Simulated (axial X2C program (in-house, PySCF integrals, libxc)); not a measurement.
Potential curves of BF⁺, two-component

All values were computed with an axial X2C code built on PySCF integrals. Two-component (2c) means X2C with spin–orbit coupling and atomic mean-field two-electron Coulomb and Gaunt terms. Basis: F dyall-av3z [7s6p3d2f], B dyall-v3z [7s6p2d1f] (cores contracted in-house); Gaussian nuclei, density fitting, unrestricted open shells. Masses: F 18.998 u, B 11.009 u.

State: Ω = 1/2 (⟨Sz⟩ = 0.50, ⟨Lz⟩ = 0.00 at PBE0). Energies in eV from the fragments at the same level (F + B+). Fits are polynomials in 1 − R0/R over 0.85 to 1.23 times the lowest point R0.

| R (Å) | PBE0 | MP2 |
| --- | --- | --- |
| 1.0544 | -4.2702 | -4.1664 |
| 1.1029 | -5.0261 | -4.9611 |
| 1.1393 | -5.3574 | -5.3183 |
| 1.1756 | -5.5316 | -5.5156 |
| 1.2120 | -5.5820 | -5.5865 |
| 1.2544 | -5.5184 | -5.5436 |
| 1.2968 | -5.3545 | -5.3969 |
| 1.3514 | -5.0374 | -5.0961 |
| 1.4180 | -4.5446 | -4.6134 |
| 1.5150 | -3.7219 | -3.7744 |

Correlated methods: 9 electrons correlated (number of frozen shells: F 1 s; B 1 s), 175 virtual spin orbitals or spinors in MP2.

The state is a single determinant with fixed occupations, the lowest that a limited PBE0 search found. De is counted from the lowest determinant-based energies of the atoms at the same level, without counterpoise correction. Density functionals use the spin component along the axis (collinear). The 2c atoms are single determinants rather than J levels; their spin–orbit lowering is only partly caught, and De is too large by that part. This holds for PBE0. Without a current term, density functionals place determinants with orbital angular momentum somewhat too high. MP2 and coupled cluster on one determinant become unreliable at the stretched end.

**Question.** Fit the PBE0 curve near its minimum: give the equilibrium distance, the harmonic wavenumber and the well depth.

**Answer.** At PBE0, 2c: Re = 1.211 Å, ωe ≈ 1700 cm⁻¹, De = 5.58 eV to F + B+; Be follows as 1.65 cm⁻¹.

**Question.** What are Re, ωe and De at the MP2 level?

**Answer.** At MP2, 2c: Re = 1.218 Å, ωe ≈ 1690 cm⁻¹, De = 5.59 eV to F + B+; Be follows as 1.63 cm⁻¹.
